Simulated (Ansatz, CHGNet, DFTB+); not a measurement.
**hcp Os: properties by level of theory**

Reference values: lattice constant a 2.734 Å (measured, 293 K, no zero-point or thermal correction, our sources range from 2.734 to 2.740; as tabulated in Wikipedia's data pages); lattice parameter c 4.320 Å (measured, 293 K, not corrected to a static lattice; as tabulated in Wikipedia's data pages).

```csv
level (code),lattice parameter a (Å),c axis length (Å)
GFN1-xTB as cut by DFTB+,2.751,4.404
CHGNet-r²SCAN,2.755,4.305
PBEsol (Ansatz),2.729,4.308
PBEsol+SOC (Ansatz),2.730,4.306
HSE06 (Ansatz),2.721,4.302
PBE0 (Ansatz),2.722,4.303
```

Differences from the reference values (errors of the level alone only where the reference is corrected to a static lattice):

| level | lattice constant a (%) | lattice parameter c (%) |
|---|---|---|
| GFN1-xTB as cut by DFTB+ | +0.62 | +1.94 |
| CHGNet-r²SCAN | +0.77 | -0.35 |
| PBEsol | -0.18 | -0.28 |
| PBEsol+SOC | -0.15 | -0.32 |
| HSE06 | -0.48 | -0.42 |
| PBE0 | -0.44 | -0.39 |

Nearest: lattice constant a, not ranked (reference at room or unstated temperature); lattice parameter c, not ranked (reference at room or unstated temperature).

Machine-learned potentials (CHGNet-r²SCAN) are trained on DFT data: a solid inside that data is no test of them.

Caveats: codes differ in how they cut the long-range tail of xTB's charge interaction in a crystal, so the value belongs to this code (GFN1-xTB as cut by DFTB+); the method was fitted mainly to molecules (GFN1-xTB as cut by DFTB+). Ansatz's density-functional and Hartree–Fock values are scalar-relativistic unless marked +SOC, with PAW data made under PBE.

Differences are worked out from the printed values.

Ansatz is a quantum-chemistry and plane-wave program.
